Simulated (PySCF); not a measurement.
Cartesian coordinates in Å; atom numbers follow the order of the lines, from 1:
```xyz
5

C     0.0000    0.0000    0.0000
H    -0.7161   -0.2856   -0.7819
H     0.1178    1.0917    0.0073
H    -0.3723   -0.3345    0.9774
H     0.9707   -0.4714   -0.2028
```

Geometry: PBE0-D3(BJ)/def2-SVP; GIAO absolute shieldings from PySCF 2.14.0 with density-fitted response routines, gas phase, non-relativistic, averaged over equivalent atoms.

At PBE0/pcSseg-0 (17 basis functions, 1.2 s wall time on 1 thread of an Arm Neoverse N1, shared host):
| atoms | σ (ppm) |
| --- | --- |
| C1 | 193.7 |
| H2/H3/H4/H5 | 32.27 |

Q: What do these become at PBE0/pcSseg-3?

A: 
```json
{"atoms": "C1", "σ at PBE0/pcSseg-3": "189.3", "change": "-4.4"}
{"atoms": "H2/H3/H4/H5", "σ at PBE0/pcSseg-3": "31.00", "change": "-1.27"}
```

The largest change is at C1 (methane carbon). Cost: 204 basis functions, 11 s wall time on 1 thread of an Arm Neoverse N1, shared host.
